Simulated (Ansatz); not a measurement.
# CHOSi (doublet): the correlation ladder at a displaced geometry (v2), cc-pVDZ

The task here is to estimate one member of a computed series from the others.

Method: cc-pVDZ, core rule «outside noble gas», up to 7 orbitals frozen; program: Ansatz 0.2.0, Gaussian basis.

To be run: UHF; CCSD(T) on ROHF; CCSD(T) on UHF; BCCD(T) on ROHF; CISD as a restricted active space (open shells left free, so some higher excitations enter); CCSDT(Q) on ROHF; CCSDT(Q) on UHF; CASSCF and MRCISD+Q, 9 electrons in 9 orbitals; CASSCF and NEVPT2, 9 electrons in 9 orbitals.

25 further runs of the same task are left out: 15 that didn't finish, 10 set aside as unsound or not needed. Runs told in other sessions of the task aren't counted.

### The system

The geometry is a PBE0/def2-TZVP stationary point (not a proven minimum) with its atoms shifted at random (size 0.100 Å).

4 atoms, charge 0, spin multiplicity 2.

Atoms are counted from 1 here; the program's logs count them from 0.

Bond lengths: C1–Si2 1.732 Å, C1–H4 1.054 Å, Si2–O3 1.527 Å. Angles: Si2–C1–H4 126.1°, C1–Si2–O3 153.6°.

The first run:

in.yaml

```yaml
crystal:
  periodic: [false, false, false]
  atoms:
    - {symbol: C, position_ang: [0.105909, -0.248476, 1.697353]}
    - {symbol: Si, position_ang: [-0.058965, 0.165477, 0.023365]}
    - {symbol: O, position_ang: [0.017655, -0.130798, -1.473150]}
    - {symbol: H, position_ang: [0.100764, 0.426177, 2.507002]}
basis:
  gaussian: {orbitals: cc-pVDZ}
magnetization: {spin_polarized: true, initial_magnetization: 1}
hamiltonian: {xc: hf}
output: {orbitals: {seedname: orbitals}}
```

Launch:

```bash
> ansatz run in.yaml --threads 1 --pin off --events-out ev --progress --plain --max-ram 2393MiB
```

Steps of the session up to this table: UHF; CCSD(T) on ROHF; CCSD(T) on UHF; BCCD(T) on ROHF; CISD as a restricted active space (open shells left free, so some higher excitations enter); CCSDT(Q) on ROHF; CCSDT(Q) on UHF; CASSCF and MRCISD+Q, 9 electrons in 9 orbitals; CASSCF and NEVPT2, 9 electrons in 9 orbitals.

One of the session's tables, all rows but one given; the rest of the session is left out.

```
           method  from RCCSDT(Q) (meV)
             ROHF              +11824.3
             RMP2               +1073.3
             UMP2               +1518.6
             CISD               +1904.8
            RCCSD                +620.1
            UCCSD                +655.1
         RCCSD(T)                     ?
         UCCSD(T)                +137.1
          BCCD(T)                 +98.1
           RCCSDT                 +58.5
           UCCSDT                 +63.0
        RCCSDT(Q)                     0
        UCCSDT(Q)                 -24.9
  CASSCF frontier               +7657.1
  NEVPT2 frontier               +1459.4
  MRCISD frontier                +795.6
MRCISD+Q frontier                +170.5
```

Q: Estimate the row for RCCSD(T) from the others.

As computed: from RCCSDT(Q) (meV): +106.4. In the column «from RCCSDT(Q) (meV)» it lies between BCCD(T) (+98.1) and UCCSD(T) (+137.1).

Left out of the table: UHF (another determinant or state than the rows shown).

To keep in mind: The determinant of HF (⟨S²⟩ 1.33) is far from a pure spin state, so its energy mixes those of several spin states; that is harmless only where they are near-degenerate. Warnings: spin contamination; coupled cluster took another determinant than the lowest. Restricted and unrestricted rows rest on different reference determinants; a gap between their highest levels can come from leftover correlation error, from unlike frozen cores or from another state.
